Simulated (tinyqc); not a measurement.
The integration grid: Kohn-Sham M06L on finer and finer grids in the sto-3g basis, for CH2, spin multiplicity 3. Computed by the program tinyqc with PySCF. Self-consistent on each grid; the net force on the molecule should vanish.

Geometry (angstrom):

| atom | x | y | z |
|---|---|---|---|
| C | 0.0000 | 0.0000 | 0.0000 |
| H | 0.0000 | 1.0880 | 0.5840 |
| H | 0.0000 | -1.0880 | 0.5840 |

Kohn-Sham energy on Becke grids (radial x angular points per atom):

| grid | points | residual of the electron count | E (hartree) | E - finest (mhartree) | largest net force without grid terms (hartree/bohr) |
|---|---|---|---|---|---|
| 10 x 14 | 416 | -4.32e-03 | -38.525978 | 87.705966 | 9.31e-03 |
| 15 x 26 | 1164 | 1.95e-04 | -38.625794 | -12.109825 | 4.18e-02 |
| 20 x 50 | 2994 | 4.15e-04 | -38.612840 | 0.844534 | 2.15e-02 |
| 30 x 86 | 7726 | 1.73e-04 | -38.613734 | -0.050264 | 2.16e-03 |
| 50 x 194 | 29082 | -9.12e-07 | -38.613906 | -0.222217 | 1.43e-03 |
| 75 x 302 | 67910 | 5.10e-07 | -38.613670 | 0.013898 | 2.11e-04 |
| 120 x 590 | 212204 | -3.27e-09 | -38.613684 | 0.000000 | 1.52e-05 |

What does the comparison show, and why?

The energy is within 0.1 mhartree of the finest grid first at 30 x 86. The error has both signs, since quadrature is not variational. The electron count and the net force are cheap signs of a poor grid.
